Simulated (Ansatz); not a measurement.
# SiNH (singlet): from Hartree-Fock to the top rungs at distance N2–H3 = 1.245 Å, 6-31G

Aim: climb from Hartree-Fock through coupled cluster and multireference methods for SiNH (singlet) at one geometry and basis, and see what each rung misses.

The runs use Ansatz 0.2.0, Gaussian basis; 6-31G, core rule «outside noble gas», up to 6 orbitals frozen.

To be run: UHF; CCSD(T) on RHF; BCCD(T) on RHF; CISD; CCSDT(Q) on RHF; CISDTQ; CCSDTQ on RHF; CASSCF and MRCISD+Q, 2 electrons in 2 orbitals; CASSCF and NEVPT2, 2 electrons in 2 orbitals; CASSCF and MRCISD+Q, 10 electrons in 9 orbitals; CASSCF and NEVPT2, 10 electrons in 9 orbitals; Full CI.

16 further runs of the same task are left out: 12 that didn't finish, 4 set aside as unsound or not needed.

## Step 1: What is computed

The geometry derives from a PBE0/def2-TZVP stationary point (not a proven minimum). One bond is set to the value named and the two fragments are kept rigid.

3 atoms, charge 0, spin multiplicity 1.

Atoms are counted from 1 here; the program's logs count them from 0.

Bond lengths: Si1–N2 1.546 Å, N2–H3 1.245 Å. Angles: Si1–N2–H3 180.0°.

## Step 2: UHF

Input file in.yaml:

```yaml
crystal:
  periodic: [false, false, false]
  atoms:
    - {symbol: Si, position_ang: [0.000000, 0.000000, 1.445425]}
    - {symbol: N, position_ang: [0.000000, 0.000000, -0.100212]}
    - {symbol: H, position_ang: [0.000000, 0.000000, -1.345212]}
basis:
  gaussian: {orbitals: 6-31G}
magnetization: {spin_polarized: true, initial_magnetization: 0}
hamiltonian: {xc: hf}
output: {orbitals: {seedname: orbitals}}
```

The run is started by

```sh
> ansatz run in.yaml --threads 1 --pin off --events-out ev --progress --plain --max-ram 2393MiB
```

Further steps of the session: CCSD(T) on RHF; BCCD(T) on RHF; CISD; CCSDT(Q) on RHF; CISDTQ; CCSDTQ on RHF; CASSCF and MRCISD+Q, 2 electrons in 2 orbitals; CASSCF and NEVPT2, 2 electrons in 2 orbitals; CASSCF and MRCISD+Q, 10 electrons in 9 orbitals; CASSCF and NEVPT2, 10 electrons in 9 orbitals; Full CI.

Before running them: what should the planned runs give, taken together? Wanted: FCI below the RHF energy; RMP2 from FCI; RCCSD from FCI; RCCSD(T) from FCI; RCCSDT(Q) from FCI; NEVPT2 pair from FCI; MRCISD+Q pair from FCI; NEVPT2 valence from FCI; T1 diagnostic.

As calculated:

| quantity | value |
| --- | --- |
| FCI below the RHF energy | -5.4555 eV |
| RMP2 from FCI | +379.1 meV |
| RCCSD from FCI | +281.4 meV |
| RCCSD(T) from FCI | +37.2 meV |
| RCCSDT(Q) from FCI | -5.1 meV |
| NEVPT2 pair from FCI | +272.0 meV |
| MRCISD+Q pair from FCI | +153.3 meV |
| NEVPT2 valence from FCI | +441.7 meV |
| levels within 1 kcal/mol (43 meV) | RCCSD(T), BCCD(T), RCCSDT, RCCSDT(Q), RCCSDTQ |
| T1 diagnostic | 0.029 |
| effectively unpaired electrons | 0.14 |

In words: RCCSD(T) lands +37.2 meV from the yardstick (0.7 % of the correlation energy). RCCSDT(Q) falls below full CI, which methods that aren't variational can do. One determinant dominates. Of the multireference levels listed MRCISD+Q valence comes nearest in total energy (+80.4 meV), which doesn't show that its space is the better one. These misses are within one basis, not against nature.
